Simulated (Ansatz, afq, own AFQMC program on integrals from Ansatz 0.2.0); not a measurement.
H$_{2}$O + H, doublet: a scan with AFQMC

```xyz
4

O    -0.1530   -0.0491    0.0000
H    -0.4023    0.8775    0.0000
H     0.8065   -0.0491    0.0000
H     2.0240   -0.0491    0.0000
```

A hydrogen atom is moved from one rigid fragment to the other; the O1–H3 distance tells how far. The two fragments are held close together, so this isn't a minimum-energy path and the start is a compressed complex. Energies in eV count from this geometry (0.960 Å) at the same level; the start stands on UHF, each point on the determinant named.

Basis cc-pVTZ. Noble-gas cores (and the filled d shells of Ga–Kr and In–Xe) are frozen. Integrals, coupled cluster, full CI and functionals: Ansatz 0.2.0; the random walks run on the same integrals in our own AFQMC program. The CISD trial takes its coefficients from CCSD amplitudes. Released means that phaseless walkers are propagated on without the constraint, phases kept. Error bars are statistical, one sigma.

Cautions, each for one point or more: unrestricted determinant slightly spin contaminated.

```json
{"r(O1–H3) / Å": "1.095", "det.": "UHF", "T1": "0.014", "weight": "0.93", "⟨S²⟩": "0.78", "HF": "0.442", "PBE0": "0.186", "CCSD(T)": "0.256"}
{"r(O1–H3) / Å": "1.162", "det.": "UHF", "T1": "0.019", "weight": "0.92", "⟨S²⟩": "0.80", "HF": "0.661", "PBE0": "0.333", "CCSD(T)": "0.442"}
{"r(O1–H3) / Å": "1.230", "det.": "UHF", "T1": "0.026", "weight": "0.91", "⟨S²⟩": "0.81", "HF": "0.732", "PBE0": "0.442", "CCSD(T)": "0.576"}
{"r(O1–H3) / Å": "1.297", "det.": "UHF", "T1": "0.028", "weight": "0.91", "⟨S²⟩": "0.80", "HF": "0.644", "PBE0": "0.495", "CCSD(T)": "0.626"}
{"r(O1–H3) / Å": "1.432", "det.": "UHF", "T1": "0.021", "weight": "0.92", "⟨S²⟩": "0.77", "HF": "0.346", "PBE0": "0.571", "CCSD(T)": "0.621"}
```

Estimate the curve of CCSDT(Q), counted from the same start.


```csv
r(O1–H3) / Å,det.,T1,weight,⟨S²⟩,CCSDT(Q),ph-AFQMC/CISD,released AFQMC
1.095,UHF,0.014,0.93,0.78,0.251,0.258 ± 0.006,0.249 ± 0.006
1.162,UHF,0.019,0.92,0.80,0.434,0.444 ± 0.004,–
1.230,UHF,0.026,0.91,0.81,0.565,0.573 ± 0.005,–
1.297,UHF,0.028,0.91,0.80,0.616,0.629 ± 0.005,0.614 ± 0.006
1.432,UHF,0.021,0.92,0.77,0.615,0.621 ± 0.004,0.615 ± 0.006
```

Weight is that of the determinant in the CISD state; at the start T1 is 0.011 and the weight 0.93, and ⟨S²⟩ is 0.75. A dash marks a missing value, a released energy that hasn't settled or a functional that sits on another state. Largest departures from CCSDT(Q), at the points where its series has closed: CCSD(T) 0.010 eV at 1.230 (on UHF), ph-AFQMC/CISD 0.013 eV at 1.297 (on UHF), released AFQMC -0.003 eV at 1.095 (on UHF) (within the noise), HF -0.269 eV at 1.432 (on UHF), PBE0 -0.123 eV at 1.230. Functionals count only at points shown to share the start's state and spin.

A walk keeps the symmetry of its determinant, which the program's search chose and which needn't be the lowest solution, so a lower state of the same spin and another symmetry isn't excluded. Released energies are given only where the last usable release times agree within the noise; a slower fall can still hide under it.
